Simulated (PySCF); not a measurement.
# Ionisation of 5-methyl-1,3-cyclopentadiene

System: `CC1C=CC=C1` (C6H8). Optimised structure (Å), atoms numbered from 1:
```
C     1.7800   -0.0865    0.3215
C     0.4721   -0.1090   -0.4699
C    -0.3307    1.1567   -0.3854
C    -1.5817    0.8705    0.0311
C    -1.6930   -0.5725    0.2554
C    -0.5090   -1.1549   -0.0259
H     1.5807    0.0971    1.3879
H     2.3126   -1.0454    0.2320
H     2.4496    0.7068   -0.0440
H     0.7135   -0.2939   -1.5377
H     0.0673    2.1426   -0.6314
H    -2.3917    1.5870    0.1805
H    -2.5975   -1.0807    0.5952
H    -0.2689   -2.2170    0.0466
```

Level of theory: ωB97X-D3(BJ)/ma-def2-TZVP single points in PySCF, grid level 2; every species was optimised with PBE0-D3(BJ)/def2-SVP. Zero-point and thermal terms (298.15 K, 1 bar) come from unscaled PBE0-D3(BJ)/def2-SVP harmonic frequencies, with soft modes damped to free rotors in the entropy.

Frontier levels of the parent: HOMO -8.60 eV, LUMO 1.07 eV.

Oxidation to the radical cation:
| Property | Result |
| --- | --- |
| Vertical ionisation energy (electronic) | 8.38 eV |
| Adiabatic ionisation energy (with zero-point energy) | 8.20 eV |
| Adiabatic, electronic part | 8.22 eV |
| Vertical gap at the product's structure | 7.97 eV |
| Inner reorganisation energy (four-point) | 408 meV |
| Relaxation of product / of parent | 163 / 246 meV |
| ⟨S²⟩ of the product | 0.773 |
| Largest spin populations | C6 0.47, C3 0.47 |
| Largest changes of atomic charge | C3 0.21, C6 0.21, C5 0.10, C4 0.10 |
| Distances that move most (Å) | C4–C5 1.465 → 1.406; C5–C6 1.349 → 1.400; C3–C4 1.349 → 1.400; C2–C6 1.501 → 1.489 |
| Potential in dichloromethane | 6.10 V absolute, 1.40 V against Fc+/Fc computed at 4.70 V (solvation -9 → -209 kJ/mol) |

Solvents are IEF-PCM continua (electrostatics only, gas-phase structures); absolute potentials refer to an electron at rest in vacuum. Fc+/Fc in dichloromethane, 4.70 V, is ωB97X-D3(BJ)/ma-def2-TZVP on PBE0-D3(BJ)/def2-SVP structures with GFN2-xTB thermal terms. Benchmark calculations put it near 5.0 V in acetonitrile and DMSO, so it is about 0.3 V low, and the value against it can read up to that much too high.

Measured values (NIST Chemistry WebBook, evaluated or the median of agreeing entries): adiabatic ionisation energy 8.45 eV (computed 8.20, difference -0.25).

Hardware: 1 thread of Intel Xeon Platinum 8488C, shared with other jobs. Command: `OMP_NUM_THREADS=1 python redox_run.py task.json out`. Structures, frequencies and single points: 18 min.
